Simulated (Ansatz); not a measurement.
Input file:

```yaml
crystal:
  periodic: [false, false, false]
  atoms:
    - {symbol: Al, position_ang: [-0.000937, 0.037441, 0.625752]}
    - {symbol: C, position_ang: [-0.001771, -0.137291, -1.229078]}
    - {symbol: H, position_ang: [0.046193, 0.633715, -2.104943]}
basis:
  gaussian: {orbitals: cc-pVDZ}
magnetization: {spin_polarized: true, initial_magnetization: 0}
correlation: {method: ccsdt_q_b, electrons: valence}
scf: {omitted_lower_state_checks: [cluster_reference]}
```

```sh
$ ansatz run in.yaml --threads 1 --pin off --events-out ev --progress --plain --max-ram 2393MiB
```

Task: Roughly how long does this take on 1 thread of Arm Neoverse V1, shared host, and how much host memory?

Result: 17 s wall and 0.18 GiB.

```
these checks for a lower state are left out or cut short: cluster_reference
677 factors; integrals over basis functions are off by at most 2.0e-7 eV
mean field evaluation 1: about -7620.1377 eV, gradient 1.9e1 eV
mean field evaluation 2: about -7620.1393 eV, gradient 1.9e1 eV
mean field evaluation 4: about -7623.6159 eV, gradient 2.7e0 eV
mean field evaluation 8: about -7624.0037 eV, gradient 2.1e-1 eV
mean field evaluation 16: about -7624.0895 eV, gradient 6.5e-1 eV
mean field evaluation 32: about -7624.8324 eV, gradient 1.8e0 eV
mean field evaluation 64: about -7623.5795 eV, gradient 3.5e0 eV
mean field evaluation 96: about -7625.5997 eV, gradient 3.2e-6 eV
mean field evaluation 128: about -7624.9163 eV, gradient 3.0e-6 eV
mean field evaluation 160: about -7625.6136 eV, gradient 4.4e-2 eV
...
cycle  34  -5.08332958 eV  change   -8.1e-6 eV  update   3.0e-6
cycle  35  -5.08333458 eV  change   -5.0e-6 eV  update   2.0e-6
cycle  36  -5.08333598 eV  change   -1.4e-6 eV  update   1.3e-6
cycle  37  -5.08333395 eV  change    2.0e-6 eV  update   8.7e-7
cycle  38  -5.08333392 eV  change    3.4e-8 eV  update   6.0e-7
cycle  39  -5.08333420 eV  change   -2.9e-7 eV  update   4.0e-7
cycle  40  -5.08333476 eV  change   -5.6e-7 eV  update   2.9e-7
cycle  41  -5.08333509 eV  change   -3.3e-7 eV  update   2.0e-7
cycle  42  -5.08333539 eV  change   -3.0e-7 eV  update   1.5e-7
cycle  43  -5.08333549 eV  change   -9.4e-8 eV  update   1.5e-7
perturbative correction -0.07630856 eV, -0.0028042879 hartree
WARN: the results are in doubt because among natural orbitals full CI differs from the method by +1.042 eV
Total energy: -7630.77510189 eV, -280.4258126692 hartree
In doubt: among natural orbitals full CI differs from the method by +1.042 eV
Checks for a lower state left out: cluster_reference
```
